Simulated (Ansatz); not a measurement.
We consider cubic perovskite KTaO3, described by PBE in Ansatz (plane waves, PAW).

Settings: plane-wave cutoff 520 eV, 8×8×8 k mesh, Fermi–Dirac smearing 0.01 eV, scalar-relativistic PAW data made under PBE.

Energies at three volumes about the minimum:

```csv
V (Å³/atom),E − E_lowest (meV/atom)
12.776,3.18
13.037,0.00
13.297,2.95
```

Task: Fit a parabola by hand: where is the minimum, what lattice constant follows, and what is the bulk modulus?

Result: Slopes: (0.00 − 3.18)/(13.037 − 12.776) = -12.184 and (2.95 − 0.00)/(13.297 − 13.037) = 11.346 meV/Å³. Curvature E″ = 2 × (11.346 − (-12.184))/(13.297 − 12.776) = 90.326 meV/Å⁶. From the middle of the first interval, the slope vanishes at V0 = 12.9065 − (-12.184)/90.326 = 13.041 Å³/atom. B = V0 E″ = 13.041 × 90.326 meV/Å³ × 0.1602 GPa per meV/Å³ = 189 GPa. With 5 atoms in the cube, a = (5 × 13.041)^(1/3) = 4.025 Å. The full Birch–Murnaghan fit to all volumes gives V0 = 13.037 Å³/atom and B0 = 188 GPa.

Measured, for comparison: bulk modulus 220 GPa (temperature not stated, not corrected to a static lattice; as tabulated in Tinte et al. (1998), arXiv:cond-mat/9809379). Computed less measured: bulk modulus -15 %.

Note: the relaxation could not lower the start's symmetry, so the cell can be a saddle point above a distorted one.

Ansatz is a quantum-chemistry and plane-wave program.
